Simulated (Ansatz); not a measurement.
Born–Oppenheimer molecular dynamics of CH₄BS (7 atoms, charge 0, multiplicity 2). It starts from a relaxed structure.

These are results of Ansatz 0.2.0, UKS PBE0/def2-SVP, not measurements.

```
ensemble        : NVT, Langevin thermostat
time step       : 0.25 fs
steps asked     : 150
set temperature : 500 K
friction        : 0.001 /fs
seed            : 725793
```

First frame:

```xyz
7
Properties=species:S:1:pos:R:3
C -0.633 0.373 -0.092
B 0.719 -0.421 0.034
S 1.481 -0.914 1.520
H -1.336 -0.217 -0.705
H -0.448 1.304 -0.654
H -1.117 0.623 0.862
H 1.334 -0.747 -0.966
```

(1) What does the run give?

(2) What happens to the structure?

(3) How do temperature and energy run in time?

Results:

(1) All steps were run.

```json
{"steps done": "150", "time covered": "37.5 fs", "mean temperature over the second half": "270 K", "spread of the potential energy over the second half": "6.5 meV per atom", "mean potential energy of the second half above the start": "23.5 meV per atom"}
```

The mean temperature of the second half is 46 % below the set value. A run of 0.037 ps of so small a system gives no equilibrium averages.

(2) The same pairs are bonded in the first frame and the last. Pairs count as bonded within 1.25 times the sum of covalent radii (0.12 Å more for H–H). The details hang on the random start.

(3) 
```tsv
time (fs)	T (K)	potential energy less start (eV)
0.0	429	0.000
3.0	251	0.175
6.0	281	0.157
9.0	187	0.241
12.0	226	0.192
15.0	314	0.113
18.0	242	0.174
21.0	345	0.088
24.0	203	0.217
27.0	296	0.133
30.0	232	0.199
33.0	299	0.143
36.0	269	0.188
```

The run took 7 min on 1 thread of Arm Neoverse V1, with other jobs on the host, peak memory 0.15 GiB.
